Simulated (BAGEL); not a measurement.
**singlet C2H5Si+, step by step**

Wanted: a single-point energy (singlet C2H5Si+, HF/def2-SVP), then the energy (doublet C2H5Si, NEVPT2(3,2)/def2-SVP), then a single-point energy (doublet C2H5Si, CASPT2(3,2)/def2-SVP) of C2H5Si. 

The calculation is run with BAGEL 1.2.2.

### 1 Starting point

C2H5Si+: 8 atoms, total charge +1, spin state singlet. SMILES of the parent species: `C=C[SiH2]`. The Si3–H7 distance was set to 3.421 Å, away from the relaxed value. That shape belongs to the parent species and isn't relaxed for this state. At this shape a bond of the SMILES string is far longer than usual.

Bond lengths: C1–C2 1.338 Å, C2–Si3 1.837 Å, C1–H4 1.086 Å, C1–H5 1.086 Å, C2–H6 1.089 Å, Si3–H8 1.487 Å. Angles: C1–C2–Si3 124.1°, C1–C2–H6 118.0°, Si3–C2–H6 117.8°, C2–C1–H4 121.8°, C2–C1–H5 122.0°, C2–Si3–H8 113.3°, H4–C1–H5 116.2°.

### 2 The energy at HF/def2-SVP (density fitting with svp-jkfit) (run 1)

input.json

```json
{ "bagel" : [

{
  "title" : "molecule",
  "basis" : "svp",
  "df_basis" : "svp-jkfit",
  "geometry" : [
    { "atom" : "C", "xyz" : [ -2.35692500,  3.30698481,  1.24648414 ] },
    { "atom" : "C", "xyz" : [ -2.26073794,  2.20848702,  3.52265926 ] },
    { "atom" : "Si", "xyz" : [  0.09027033, -0.17710324,  4.43161752 ] },
    { "atom" : "H", "xyz" : [ -1.08173782,  2.76784595, -0.26907621 ] },
    { "atom" : "H", "xyz" : [ -3.71828370,  4.77756968,  0.80466617 ] },
    { "atom" : "H", "xyz" : [ -3.58165651,  2.85156082,  4.96376440 ] },
    { "atom" : "H", "xyz" : [  2.89411556, -2.91792611, -0.70883627 ] },
    { "atom" : "H", "xyz" : [ -0.90448150, -2.08138026,  6.24159720 ] }
  ]
},
{ "title" : "hf", "charge" : 1 },
{ "title" : "print", "file" : "orbitals.molden", "orbitals" : "true" }

]}
```

On the command line:

```console
$ BAGEL_NUM_THREADS=1 BAGEL input.json > input.out
```

What it wrote:

```text
* using 1 threads per process

  ===============================================================
  ===============================================================

  *** Geometry ***

  { "atom" : "C", "xyz" : [     -2.356925,      3.306985,      1.246484 ] },
  { "atom" : "C", "xyz" : [     -2.260738,      2.208487,      3.522659 ] },
  { "atom" : "Si", "xyz" : [      0.090270,     -0.177103,      4.431618 ] },
  { "atom" : "H", "xyz" : [     -1.081738,      2.767846,     -0.269076 ] },
  { "atom" : "H", "xyz" : [     -3.718284,      4.777570,      0.804666 ] },
  { "atom" : "H", "xyz" : [     -3.581657,      2.851561,      4.963764 ] },
  { "atom" : "H", "xyz" : [      2.894116,     -2.917926,     -0.708836 ] },
  { "atom" : "H", "xyz" : [     -0.904482,     -2.081380,      6.241597 ] },

  Number of auxiliary basis functions:      368

  Since a DF basis is specified, we compute 2- and 3-index integrals:
    o Being stored without compression. Storage requirement is 0.015 GB

  Number of basis functions:       71
  Number of electrons      :       31

    * METHOD: MOLECULE                             0.11

  *** RHF ***

  === Nuclear Repulsion ===
    86.9090420697

      * DIIS with orbital gradients will be used.

  === RHF iteration (svp) ===
      0       -366.69184401          0.01752041           0.03
      1       -366.80395596          0.01171897           0.03
      2       -366.88003585          0.00210174           0.03
      3       -366.88238254          0.00081027           0.03
      4       -366.88269228          0.00022146           0.03
      5       -366.88275300          0.00009416           0.03
      6       -366.88276557          0.00003311           0.03
      7       -366.88276723          0.00001178           0.03
      8       -366.88276743          0.00000543           0.03
      9       -366.88276749          0.00000200           0.03
     10       -366.88276750          0.00000096           0.03
     11       -366.88276750          0.00000041           0.03
     12       -366.88276750          0.00000017           0.03
     13       -366.88276750          0.00000010           0.03
     14       -366.88276750          0.00000004           0.03
     15       -366.88276750          0.00000001           0.03
     16       -366.88276750          0.00000001           0.03
    * SCF iteration converged.

    * Permanent dipole moment:
           (   -0.873045,     0.761420,     0.403733) a.u.

    * METHOD: HF                                   0.52

    * METHOD: PRINT                                0.01

  ===============================================================
```

Run time: 0.86 s. Hardware: 1 thread of Arm Neoverse V2, shared host; peak memory 0.14 GiB.

### 3 Doublet neutral C2H5Si: the energy at NEVPT2(3,2)/def2-SVP (density fitting with svp-jkfit) (run 2)

calc.json

```json
{ "bagel": [

{
  "title": "molecule",
  "basis": "svp",
  "df_basis": "svp-jkfit",
  "geometry": [
    { "atom": "C", "xyz": [    -2.35692500,     3.30698481,     1.24648414 ] },
    { "atom": "C", "xyz": [    -2.26073794,     2.20848702,     3.52265926 ] },
    { "atom": "Si", "xyz": [     0.09027033,    -0.17710324,     4.43161752 ] },
    { "atom": "H", "xyz": [    -1.08173782,     2.76784595,    -0.26907621 ] },
    { "atom": "H", "xyz": [    -3.71828370,     4.77756968,     0.80466617 ] },
    { "atom": "H", "xyz": [    -3.58165651,     2.85156082,     4.96376440 ] },
    { "atom": "H", "xyz": [     2.89411556,    -2.91792611,    -0.70883627 ] },
    { "atom": "H", "xyz": [    -0.90448150,    -2.08138026,     6.24159720 ] }
  ]
},

{
  "title": "hf",
  "charge": 1
},

{
  "title": "casscf",
  "nstate": 1,
  "nact": 2,
  "nclosed": 14,
  "charge": 0,
  "nspin": 1,
  "active": [15, 16],
  "maxiter": 200,
  "natocc": true
},

{
  "title": "nevpt2",
  "nstate": 1,
  "nact": 2,
  "nclosed": 14,
  "charge": 0,
  "nspin": 1,
  "active": [15, 16],
  "maxiter": 200,
  "natocc": true,
  "ncore": 7
},

{
  "title": "print",
  "file": "orbitals.molden",
  "orbitals": true
}

]}
```

On the command line:

```console
$ BAGEL_NUM_THREADS=1 BAGEL calc.json > calc.out
```

What it wrote:

```text
* using 1 threads per process

  ===============================================================
  ===============================================================

  *** Geometry ***

  { "atom" : "C", "xyz" : [     -2.356925,      3.306985,      1.246484 ] },
  { "atom" : "C", "xyz" : [     -2.260738,      2.208487,      3.522659 ] },
  { "atom" : "Si", "xyz" : [      0.090270,     -0.177103,      4.431618 ] },
  { "atom" : "H", "xyz" : [     -1.081738,      2.767846,     -0.269076 ] },
  { "atom" : "H", "xyz" : [     -3.718284,      4.777570,      0.804666 ] },
  { "atom" : "H", "xyz" : [     -3.581657,      2.851561,      4.963764 ] },
  { "atom" : "H", "xyz" : [      2.894116,     -2.917926,     -0.708836 ] },
  { "atom" : "H", "xyz" : [     -0.904482,     -2.081380,      6.241597 ] },

  Number of auxiliary basis functions:      368

  Since a DF basis is specified, we compute 2- and 3-index integrals:
    o Being stored without compression. Storage requirement is 0.015 GB

  Number of basis functions:       71
  Number of electrons      :       31

    * METHOD: MOLECULE                             0.11

  *** RHF ***

  === Nuclear Repulsion ===
    86.9090420697

      * DIIS with orbital gradients will be used.

  === RHF iteration (svp) ===
      0       -366.69184401          0.01752041           0.03
      1       -366.80395596          0.01171897           0.03
      2       -366.88003585          0.00210174           0.03
      3       -366.88238254          0.00081027           0.03
      4       -366.88269228          0.00022146           0.03
      5       -366.88275300          0.00009416           0.03
      6       -366.88276557          0.00003311           0.03
      7       -366.88276723          0.00001178           0.03
      8       -366.88276743          0.00000543           0.03
      9       -366.88276749          0.00000200           0.03
     10       -366.88276750          0.00000096           0.03
     11       -366.88276750          0.00000041           0.02
     12       -366.88276750          0.00000017           0.03
     13       -366.88276750          0.00000010           0.03
     14       -366.88276750          0.00000004           0.03
     15       -366.88276750          0.00000001           0.03
     16       -366.88276750          0.00000001           0.02
    * SCF iteration converged.

    * Permanent dipole moment:
           (   -0.873045,     0.761420,     0.403733) a.u.

    * METHOD: HF                                   0.52

  ---------------------------
      CASSCF calculation
  ---------------------------

    ==== Active orbitals : =====
         Orbital 15
         Orbital 16
    ============================

    * nstate   :      1
    * nclosed  :     14
    * nact     :      2
    * nvirt    :     55
  === CASSCF iteration (svp) ===

    * Using the second-order algorithm

      0  0      -367.20859920     1.43e-02      0.01

      1  0      -367.24735864     1.50e-03      0.15

      2  0      -367.24781121     7.18e-03      0.16

      3  0      -367.24790910     7.36e-04      0.18

      4  0      -367.24791202     3.59e-04      0.17

      5  0      -367.24791287     1.69e-04      0.16

      6  0      -367.24791185     8.29e-04      0.13

      7  0      -367.24791299     1.92e-05      0.40

      8  0      -367.24791294     1.76e-04      0.23

      9  0      -367.24791301     3.15e-05      0.23

     10  0      -367.24791299     1.21e-04      0.14

     11  0      -367.24763252     1.29e-02      0.44

     12  0      -367.24790727     4.30e-04      0.66

     13  0      -367.24780030     7.59e-03      0.41
[... 7 lines of this table left out ...]
     17  0      -367.20369087     5.98e-02      0.47

     18  0      -367.22594013     1.33e-02      0.60

     19  0      -361.22708172     1.87e+00      0.78

     20  0      -367.20259559     5.97e-02      0.50

     21  0      -366.20950371     7.81e-01      0.65

     22  0      -367.22120965     2.80e-02      0.85

     23  0      -366.58075651     4.45e-01      0.67

  ERROR: EXCEPTION RAISED:  max size reached in AugHess
```

It took 12 s on 1 thread of Arm Neoverse V2, shared host; peak memory 0.14 GiB.

The run stopped without converging.

### 4 Doublet neutral C2H5Si: the energy at CASPT2(3,2)/def2-SVP (density fitting with svp-jkfit) (run 3)

input.json

```json
{ "bagel": [

{
  "title": "molecule",
  "basis": "svp",
  "df_basis": "svp-jkfit",
  "angstrom": false,
  "geometry": [
    { "atom": "C", "xyz": [    -2.35692500,     3.30698481,     1.24648414 ] },
    { "atom": "C", "xyz": [    -2.26073794,     2.20848702,     3.52265926 ] },
    { "atom": "Si", "xyz": [     0.09027033,    -0.17710324,     4.43161752 ] },
    { "atom": "H", "xyz": [    -1.08173782,     2.76784595,    -0.26907621 ] },
    { "atom": "H", "xyz": [    -3.71828370,     4.77756968,     0.80466617 ] },
    { "atom": "H", "xyz": [    -3.58165651,     2.85156082,     4.96376440 ] },
    { "atom": "H", "xyz": [     2.89411556,    -2.91792611,    -0.70883627 ] },
    { "atom": "H", "xyz": [    -0.90448150,    -2.08138026,     6.24159720 ] }
  ]
},

{
  "title": "hf",
  "charge": 1
},

{
  "title": "casscf",
  "nstate": 1,
  "nact": 2,
  "nclosed": 14,
  "charge": 0,
  "nspin": 1,
  "active": [15, 16],
  "maxiter": 200,
  "natocc": true
},

{
  "title": "print",
  "file": "orbitals.molden",
  "orbitals": true
},

{
  "title": "smith",
  "method": "caspt2",
  "ms": true,
  "xms": true,
  "sssr": true,
  "shift": 0.2,
  "shift_imag": true,
  "ncore": 7
}

]}
```

On the command line:

```console
$ BAGEL_NUM_THREADS=1 BAGEL input.json > input.out
```

What it wrote:

```text
* using 1 threads per process

  ===============================================================
  ===============================================================

  *** Geometry ***

  { "atom" : "C", "xyz" : [     -2.356925,      3.306985,      1.246484 ] },
  { "atom" : "C", "xyz" : [     -2.260738,      2.208487,      3.522659 ] },
  { "atom" : "Si", "xyz" : [      0.090270,     -0.177103,      4.431618 ] },
  { "atom" : "H", "xyz" : [     -1.081738,      2.767846,     -0.269076 ] },
  { "atom" : "H", "xyz" : [     -3.718284,      4.777570,      0.804666 ] },
  { "atom" : "H", "xyz" : [     -3.581657,      2.851561,      4.963764 ] },
  { "atom" : "H", "xyz" : [      2.894116,     -2.917926,     -0.708836 ] },
  { "atom" : "H", "xyz" : [     -0.904482,     -2.081380,      6.241597 ] },

  Number of auxiliary basis functions:      368

  Since a DF basis is specified, we compute 2- and 3-index integrals:
    o Being stored without compression. Storage requirement is 0.015 GB

  Number of basis functions:       71
  Number of electrons      :       31

    * METHOD: MOLECULE                             0.11

  *** RHF ***

  === Nuclear Repulsion ===
    86.9090420697

      * DIIS with orbital gradients will be used.

  === RHF iteration (svp) ===
      0       -366.69184401          0.01752041           0.04
      1       -366.80395596          0.01171897           0.03
      2       -366.88003585          0.00210174           0.03
      3       -366.88238254          0.00081027           0.04
      4       -366.88269228          0.00022146           0.03
      5       -366.88275300          0.00009416           0.03
      6       -366.88276557          0.00003311           0.03
      7       -366.88276723          0.00001178           0.04
      8       -366.88276743          0.00000543           0.03
      9       -366.88276749          0.00000200           0.02
     10       -366.88276750          0.00000096           0.03
     11       -366.88276750          0.00000041           0.03
     12       -366.88276750          0.00000017           0.03
     13       -366.88276750          0.00000010           0.03
     14       -366.88276750          0.00000004           0.03
     15       -366.88276750          0.00000001           0.03
     16       -366.88276750          0.00000001           0.03
    * SCF iteration converged.

    * Permanent dipole moment:
           (   -0.873045,     0.761420,     0.403733) a.u.

    * METHOD: HF                                   0.57

  ---------------------------
      CASSCF calculation
  ---------------------------

    ==== Active orbitals : =====
         Orbital 15
         Orbital 16
    ============================

    * nstate   :      1
    * nclosed  :     14
    * nact     :      2
    * nvirt    :     55
  === CASSCF iteration (svp) ===

    * Using the second-order algorithm

      0  0      -367.20859920     1.43e-02      0.01

      1  0      -367.24735864     1.50e-03      0.13

      2  0      -367.24781121     7.18e-03      0.14

      3  0      -367.24790910     7.36e-04      0.16

      4  0      -367.24791202     3.59e-04      0.16

      5  0      -367.24791287     1.69e-04      0.15

      6  0      -367.24791185     8.29e-04      0.11

      7  0      -367.24791299     1.92e-05      0.36

      8  0      -367.24791294     1.76e-04      0.22

      9  0      -367.24791301     3.15e-05      0.27

     10  0      -367.24791299     1.21e-04      0.14

     11  0      -367.24763252     1.29e-02      0.48

     12  0      -367.24790727     4.30e-04      0.74

     13  0      -367.24780030     7.59e-03      0.45
[... 7 lines of this table left out ...]
     17  0      -367.20369087     5.98e-02      0.53

     18  0      -367.22594013     1.33e-02      0.68

     19  0      -361.22708172     1.87e+00      0.87

     20  0      -367.20259559     5.97e-02      0.55

     21  0      -366.20950371     7.81e-01      0.65

     22  0      -367.22120965     2.80e-02      0.98

     23  0      -366.58075651     4.45e-01      0.68

  ERROR: EXCEPTION RAISED:  max size reached in AugHess
```

Wall time 13 s (1 thread of Arm Neoverse V2, shared host); peak memory 0.14 GiB.

The iterations ended before the threshold was met.

### 5 Outcome

| quantity | value |
| --- | --- |
| run 1, HF/def2-SVP: total energy | -366.88277 Eh |
| run 1, HF/def2-SVP: HOMO energy | -13.79 eV |
| run 1, HF/def2-SVP: LUMO energy | -7.95 eV |
| run 1, HF/def2-SVP: HOMO–LUMO gap | 5.84 eV |
| doublet neutral C2H5Si, run 2 | no result (not converged) |
| doublet neutral C2H5Si, run 3 | no result (not converged) |

2 of the 3 runs did not end normally.
